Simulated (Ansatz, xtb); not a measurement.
Isomers of C3H5FO2 in order of energy

3 gas-phase structures of C3H5FO2, from a drawn sample of its isomers (lower ones may exist). Each was relaxed with GFN2-xTB; where two conformers were screened, the lower at r2SCAN-D4/def2-SVP is listed:

A. `CO[C@@H]1O[C@@H]1F`, a singlet
B. `CO[C@@]1(F)CO1`, a singlet
C. `CO[C@@H]1O[C@H]1F`, a singlet

Q: Make a reasoned guess at their ranking by r2SCAN-D4/def2-SVP single-point energy.

A: Calculated order at r2SCAN-D4/def2-SVP: B (0.0), C (14.6), A (22.1) kJ/mol.

Energies above the lowest of each column, in kJ/mol; the last columns are at B3LYP/def2-SVP geometries:

| structure | GFN2-xTB | HF/STO-3G | r2SCAN-D4/def2-SVP | B3LYP/def2-SVP | CCSD(T)/def2-SVP + ΔMP2/def2-TZVPP |
| --- | --- | --- | --- | --- | --- |
| B | 0.0 | 0.0 | 0.0 | 0.0 | 0.0 |
| C | 23.8 | 13.8 | 14.6 | 13.7 | 12.5 |
| A | 35.7 | 19.8 | 22.1 | 21.8 | 20.7 |

Every level run on B puts it lowest or level with the lowest. Flexible structures stand in one conformer each, not always the lowest. ΔMP2 is the change of the MP2 energy from the smaller to the larger basis.

Programs: Ansatz 0.2.0, xtb 6.7.1.
